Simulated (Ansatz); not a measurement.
We consider zinc-blende BeTe, described by BLYP (PAW; Ansatz, an electronic-structure program).

Numerical settings: plane-wave cutoff 520 eV, 10×10×10 k mesh, Fermi–Dirac smearing 0.01 eV, scalar-relativistic PAW data made under PBE.

Computed points:

```csv
V (Å³/atom),E − E_lowest (meV/atom)
22.350,14.84
22.826,6.32
23.301,1.49
23.777,0.00
24.252,1.53
24.728,5.79
25.203,12.51
```

Problem. Fit the third-order Birch–Murnaghan equation and give B0 and B′.

Solution. V0 = 23.765 Å³/atom, B0 = 50.9 GPa, B′ = 4.1 (fit to the energies at full precision).

Measured, for comparison: bulk modulus 67 GPa (room temperature, no zero-point or thermal correction; as tabulated in Elmahjoubi et al. (2023), arXiv:2303.01780); equilibrium volume per atom 22.26 Å³/atom (temperature not stated, no zero-point or thermal correction; as tabulated in Bernardini et al. (2000), arXiv:cond-mat/0007180). Computed (rounded) less measured: bulk modulus -24 %, equilibrium volume per atom +6.8 %.

Spin–orbit coupling is not included.

The computed numbers hold no vibrational or temperature effects.
